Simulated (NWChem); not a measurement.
Program: NWChem. System: nitrogen dioxide (NO2), charge 0, spin multiplicity 2, at a geometry optimised with UPBE/def2-SVP. Its SCF solution wasn't tested for a lower state. Level: UHF/def2-TZVP.

The NWChem input:

```
start mol
memory heap 200 mb stack 900 mb global 1100 mb
geometry units angstroms nocenter noautoz
  O     -1.109267     0.000000     0.142484
  N      0.000000     0.000000    -0.325679
  O      1.109267     0.000000     0.142484
  symmetry group C2v
end
basis spherical
  * library def2-tzvp
end
scf
  uhf
  nopen 1
  maxiter 100
  thresh 1e-7
  semidirect memsize 60000000 filesize 0
  # guess.movecs holds the orbitals of an unrestricted PBE0 run
  vectors input guess.movecs output mol.movecs
end
task scf energy
```

Part of the output:

```
             Northwest Computational Chemistry Package (NWChem) 7.3.0
             --------------------------------------------------------

                                NWChem Input Module
                                -------------------

 Scaling coordinates for geometry "geometry" by  1.889725989
 (inverse scale =  0.529177249)

 Turning off AUTOSYM since
 SYMMETRY directive was detected!

                             Geometry "geometry" -> ""
                             -------------------------

 Output coordinates in angstroms (scale by  1.889725989 to convert to a.u.)

  No.       Tag          Charge          X              Y              Z
 ---- ---------------- ---------- -------------- -------------- --------------
    1 O                    8.0000    -1.10926700     0.00000000     0.14248400
    2 N                    7.0000     0.00000000     0.00000000    -0.32567900
    3 O                    8.0000     1.10926700     0.00000000     0.14248400

 Effective nuclear repulsion energy (a.u.)      64.4908566634

            Nuclear Dipole moment (a.u.)
            ----------------------------
        X                 Y               Z
 ---------------- ---------------- ----------------
     0.0000000000     0.0000000000    -0.0000170075

      Symmetry information
      --------------------

 Group name             C2v
 Group number             16
 Group order               4
 No. of unique centers     2

      Symmetry unique atoms

     1    2


 Summary of "ao basis" -> "" (spherical)
 ------------------------------------------------------------------------------
       Tag                 Description            Shells   Functions and Types
 ---------------- ------------------------------  ------  ---------------------
 *                         def2-tzvp                  on all atoms

 Summary of "ao basis" -> "ao basis" (spherical)
 ------------------------------------------------------------------------------
       Tag                 Description            Shells   Functions and Types
 ---------------- ------------------------------  ------  ---------------------
 O                         def2-tzvp                11       31   5s3p2d1f
 N                         def2-tzvp                11       31   5s3p2d1f

                                 NWChem SCF Module
                                 -----------------

  ao basis        = "ao basis"
  functions       =    93
  atoms           =     3
  alpha electrons =    12
  beta  electrons =    11
  charge          =   0.00
  wavefunction    = UHF
  use symmetry    = T
  symmetry adapt  = T

 Summary of "ao basis" -> "ao basis" (spherical)
 ------------------------------------------------------------------------------
       Tag                 Description            Shells   Functions and Types
 ---------------- ------------------------------  ------  ---------------------
 O                         def2-tzvp                11       31   5s3p2d1f
 N                         def2-tzvp                11       31   5s3p2d1f

      Symmetry analysis of basis
      --------------------------

        a1         35
        a2         13
        b1         28
        b2         17

 Forming initial guess at       0.0s

   Symmetry analysis of molecular orbitals - initial alpha
   -------------------------------------------------------

  Numbering of irreducible representations:

     1 a1          2 a2          3 b1          4 b2

  Orbital symmetries:

     1 b1          2 a1          3 a1          4 a1          5 b1
[...]
    39      0.252318  2 N  pz                42      0.229966  2 N  pz
     8      0.200811  1 O  pz                70      0.200811  3 O  pz
    11      0.180749  1 O  pz                73      0.180749  3 O  pz

 Vector   10  Occ=1.000000D+00  E=-5.266622D-01  Symmetry=a2
              MO Center=  6.0D-15,  4.5D-16,  1.2D-01, r^2= 1.8D+00
   Bfn.  Coefficient  Atom+Function         Bfn.  Coefficient  Atom+Function
  ----- ------------  ---------------      ----- ------------  ---------------
     7      0.331836  1 O  py                69     -0.331836  3 O  py
    10      0.302872  1 O  py                72     -0.302872  3 O  py
    13      0.202843  1 O  py                75     -0.202843  3 O  py

 Vector   11  Occ=1.000000D+00  E=-4.975734D-01  Symmetry=b1
              MO Center= -6.7D-15,  1.4D-16,  9.2D-02, r^2= 1.8D+00
   Bfn.  Coefficient  Atom+Function         Bfn.  Coefficient  Atom+Function
  ----- ------------  ---------------      ----- ------------  ---------------
     8      0.282472  1 O  pz                70     -0.282472  3 O  pz
    11      0.258942  1 O  pz                73     -0.258942  3 O  pz
     6      0.175824  1 O  px                68      0.175824  3 O  px
     9      0.170613  1 O  px                71      0.170613  3 O  px
    14      0.161696  1 O  pz                76     -0.161696  3 O  pz

 Vector   12  Occ=0.000000D+00  E= 2.678905D-02  Symmetry=a1
              MO Center= -2.2D-15,  1.2D-14, -2.7D-01, r^2= 1.8D+00
   Bfn.  Coefficient  Atom+Function         Bfn.  Coefficient  Atom+Function
  ----- ------------  ---------------      ----- ------------  ---------------
    36      1.062745  2 N  s                 14      0.342266  1 O  pz
    76      0.342266  3 O  pz                 5     -0.306575  1 O  s
    67     -0.306575  3 O  s                 39     -0.280797  2 N  pz
     8      0.237120  1 O  pz                42     -0.237751  2 N  pz
    70      0.237120  3 O  pz                45     -0.219909  2 N  pz

 Vector   13  Occ=0.000000D+00  E= 9.781731D-02  Symmetry=b2
              MO Center= -4.2D-15, -1.2D-14, -1.4D-01, r^2= 1.6D+00
   Bfn.  Coefficient  Atom+Function         Bfn.  Coefficient  Atom+Function
  ----- ------------  ---------------      ----- ------------  ---------------
    44      0.592951  2 N  py                13     -0.401367  1 O  py
    75     -0.401367  3 O  py                41      0.385163  2 N  py
    38      0.376256  2 N  py                 7     -0.243114  1 O  py
    69     -0.243114  3 O  py                10     -0.213451  1 O  py
    72     -0.213451  3 O  py

 Vector   14  Occ=0.000000D+00  E= 3.013296D-01  Symmetry=a1
              MO Center= -1.8D-15,  3.1D-16,  8.3D-02, r^2= 3.8D+00
   Bfn.  Coefficient  Atom+Function         Bfn.  Coefficient  Atom+Function
  ----- ------------  ---------------      ----- ------------  ---------------
    36      5.542494  2 N  s                  5     -2.557898  1 O  s
    67     -2.557898  3 O  s                 45      1.712780  2 N  pz
    12     -1.354085  1 O  px                74      1.354085  3 O  px
    35     -0.378461  2 N  s                 42      0.325013  2 N  pz
    39      0.173079  2 N  pz

 center of mass
 --------------
 x =   0.00000000 y =   0.00000000 z =  -0.00010142

 moments of inertia (a.u.)
 ------------------
           7.623180498636           0.000000000000           0.000000000000
           0.000000000000         148.189623202031           0.000000000000
           0.000000000000           0.000000000000         140.566442703395

  Mulliken analysis of the total density
  --------------------------------------

    Atom       Charge   Shell Charges
 -----------   ------   -------------------------------------------------------
    1 O    8     8.29   0.79  1.18  0.60  0.99  0.34  1.78  1.90  0.66  0.01  0.05  0.00
    2 N    7     6.42   0.82  1.16  0.61  0.66  0.14  1.33  1.25  0.24  0.03  0.16  0.02
    3 O    8     8.29   0.79  1.18  0.60  0.99  0.34  1.78  1.90  0.66  0.01  0.05  0.00

  Mulliken analysis of the alpha density
  --------------------------------------

    Atom       Charge   Shell Charges
 -----------   ------   -------------------------------------------------------
    1 O    8     4.27   0.40  0.59  0.30  0.50  0.16  0.97  1.00  0.32  0.00  0.02  0.00
    2 N    7     3.46   0.41  0.58  0.33  0.34  0.11  0.78  0.70  0.11  0.02  0.08  0.01
    3 O    8     4.27   0.40  0.59  0.30  0.50  0.16  0.97  1.00  0.32  0.00  0.02  0.00

   Mulliken analysis of the beta density
   -------------------------------------

    Atom       Charge   Shell Charges
 -----------   ------   -------------------------------------------------------
    1 O    8     4.02   0.40  0.59  0.29  0.49  0.18  0.81  0.90  0.34  0.00  0.02  0.00
    2 N    7     2.96   0.41  0.58  0.28  0.32  0.03  0.55  0.55  0.13  0.01  0.08  0.01
    3 O    8     4.02   0.40  0.59  0.29  0.49  0.18  0.81  0.90  0.34  0.00  0.02  0.00

   Mulliken analysis of the spin density
   -------------------------------------

    Atom       Charge   Shell Charges
 -----------   ------   -------------------------------------------------------
    1 O    8     0.25   0.00 -0.00  0.01  0.01 -0.02  0.15  0.11 -0.01  0.00 -0.00  0.00
    2 N    7     0.50   0.00 -0.00  0.05  0.02  0.07  0.23  0.15 -0.03  0.00  0.00 -0.00
    3 O    8     0.25   0.00 -0.00  0.01  0.01 -0.02  0.15  0.11 -0.01  0.00 -0.00  0.00

       Multipole analysis of the density wrt the origin
       ------------------------------------------------

     L   x y z        total         alpha         beta         nuclear
     -   - - -        -----         -----         ----         -------
     0   0 0 0     -0.000000    -12.000000    -11.000000     23.000000

     1   1 0 0     -0.000000     -0.000000     -0.000000      0.000000
     1   0 1 0      0.000000      0.000000      0.000000      0.000000
     1   0 0 1     -0.266519      0.093227     -0.359729     -0.000017

     2   2 0 0    -13.768618    -43.289793    -40.784413     70.305587
     2   1 1 0     -0.000000     -0.000000     -0.000000      0.000000
     2   1 0 1     -0.000000     -0.000000     -0.000000      0.000000
     2   0 2 0    -11.068926     -5.660080     -5.408846      0.000000
     2   0 1 1     -0.000000     -0.000000     -0.000000      0.000000
     2   0 0 2    -11.424422     -8.453875     -6.781925      3.811378

 Task  times  cpu:        1.0s     wall:        1.0s

 Total times  cpu:        1.1s     wall:        1.1s
```
